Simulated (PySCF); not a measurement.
## Silicon: a sound run and one with changed settings

Sound run: Si [Ne] 3s2 3p2, Si⁺ [Ne] 3s2 3p1. Calculation: PySCF 2.14, in x2c-TZVPall (5s5p2d1f, 37 functions); the spin-free X2C one-electron Hamiltonian (Gaussian nucleus). In the sound run the correlated levels freeze [Ne]. The sound run starts from symmetry-adapted Hartree-Fock orbitals and uses a fine grid where one is needed.

A second run was set up differently.

```json
{"species": "Si", "method": "UHF", "sound run (hartree)": "-289.45414", "changed run (hartree)": "-289.45414", "converged": "yes"}
{"species": "Si", "method": "B3LYP", "sound run (hartree)": "-290.00178", "changed run (hartree)": "-290.00178", "converged": "yes"}
{"species": "Si", "method": "M06-L", "sound run (hartree)": "-289.95697", "changed run (hartree)": "-289.95697", "converged": "yes"}
{"species": "Si", "method": "MP2", "sound run (hartree)": "-289.50881", "changed run (hartree)": "-289.50254", "converged": "yes"}
{"species": "Si", "method": "CCSD(T)", "sound run (hartree)": "-289.52977", "changed run (hartree)": "-289.52977", "converged": "yes"}
{"species": "Si⁺", "method": "UHF", "sound run (hartree)": "-289.17375", "changed run (hartree)": "-289.17375", "converged": "yes"}
{"species": "Si⁺", "method": "B3LYP", "sound run (hartree)": "-289.70412", "changed run (hartree)": "-289.70412", "converged": "yes"}
{"species": "Si⁺", "method": "M06-L", "sound run (hartree)": "-289.66209", "changed run (hartree)": "-289.66209", "converged": "yes"}
{"species": "Si⁺", "method": "MP2", "sound run (hartree)": "-289.21387", "changed run (hartree)": "-289.20937", "converged": "yes"}
{"species": "Si⁺", "method": "CCSD(T)", "sound run (hartree)": "-289.23231", "changed run (hartree)": "-289.23231", "converged": "yes"}
```

Ionisation energy of Si:

| method | sound run (eV) | changed run (eV) |
| --- | --- | --- |
| UHF | 7.630 | 7.630 |
| B3LYP | 8.100 | 8.100 |
| M06-L | 8.024 | 8.024 |
| MP2 | 8.026 | 7.977 |
| SCS-MP2 | 7.942 | 7.903 |
| CCSD | 8.057 | 8.057 |
| CCSD(T) | 8.094 | 8.094 |

Task: What was changed?
A. minimal basis
B. angular grid far too coarse
C. level shift left on
D. a valence shell is frozen

Result: C. It used initial guess sap, at most 50 SCF cycles, level shift 0.1 hartree. A level shift leaves the converged SCF energy unchanged but raises the virtual orbital energies, which shrinks MP2 if it is not removed.
